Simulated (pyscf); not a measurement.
## Routes from `[N]=[NH]` [doublet] + `[SiH4]`

Candidate steps break at most two bonds and form at most two. Each was searched with GFN2-xTB (tblite) first. PySCF, gas phase, ωB97X-D3(BJ)/def2-SVP geometries. Energies: ωB97M-D3(BJ)/def2-TZVP, kcal/mol, from the separated reactants, doublet surface; ΔG‡ with ideal gas, 1 atm, RRHO with modes under 100 cm⁻¹ raised to 100, one conformer, R ln 2 for chiral ones without a mode under 150 cm⁻¹.

```
products                      type   ΔE‡     ΔE  ΔG‡ 298 K  ΔG‡ 900 K  ν‡ (cm⁻¹)
--------------  ------------------  ----  -----  ---------  ---------  ---------
•HN–NH–SiH₃              insertion  47.6  -20.0       57.5       76.1      1177i
HN=N–SiH₃ + H•  substitution at Si  49.5  +46.2       57.4       74.9       709i
```

Under all of these lies the exit to N≡N + H• + SiH₄ (no saddle counted: cutting one bond, which may have a small barrier of its own, costs -2.0 kcal/mol at ωB97M-D3(BJ)). Plain bond fissions and candidates not yet searched are not listed, and one of them may be faster. Each barrier is that of the saddle found; lower ones may exist.
